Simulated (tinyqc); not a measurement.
Inside a calculation. Method: UHF in the sto-3g basis, for BH, spin multiplicity 3. This run ends on a higher stationary point, not on the lowest solution. One step of it, computed by the program tinyqc.

Question. Orthogonalisation. S = U s U^T; symmetric (Loewdin) form X = U s^(-1/2) U^T, so that X^T S X = 1.

overlap S, lower triangle:
```
           1B 1s     1B 2s    1B 2px    1B 2py    1B 2pz     2H 1s
1B 1s   1.000000
1B 2s   0.269328  1.000000
1B 2px  0.000000  0.000000  1.000000
1B 2py  0.000000  0.000000  0.000000  1.000000
1B 2pz  0.000000  0.000000  0.000000  0.000000  1.000000
2H 1s   0.062098  0.460490  0.000000  0.000000  0.477864  1.000000
```

Give: eigenvalues of S; X.

Answer.

eigenvalues of S: 0.3233  0.7964  1.0000  1.0000  1.1691  1.7111

X, lower triangle:
```
          1B 1s    1B 2s  1B 2px  1B 2py   1B 2pz   2H 1s
1B 1s    1.0303
1B 2s   -0.1541   1.1559
1B 2px   0.0000   0.0000  1.0000
1B 2py   0.0000   0.0000  0.0000  1.0000
1B 2pz  -0.0130   0.1286  0.0000  0.0000   1.1300
2H 1s    0.0279  -0.3376  0.0000  0.0000  -0.3428  1.2522
```
